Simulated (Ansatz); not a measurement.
Body-centred tetragonal In was calculated with HSE06 (Ansatz, a quantum-chemistry and plane-wave program, PAW).

Settings: plane-wave cutoff 460 eV, 14×14×14 k mesh, Fermi–Dirac smearing 0.05 eV, scalar-relativistic PAW data made under PBE.

Computed at the level's own relaxed cell.

Estimate the lattice constant a and c axis length that the calculation returns.


* **lattice constant a**: 3.258 Å
* **c axis length**: 5.020 Å

Measured, for comparison: lattice constant a 3.252 Å, lattice parameter c 4.947 Å (293 K, no zero-point or thermal correction; as tabulated in Wikipedia's data pages). Computed (rounded) less measured: lattice constant a +0.2 %, lattice parameter c +1.5 %.

Spin–orbit coupling is not included.

Computed values are for the static lattice.
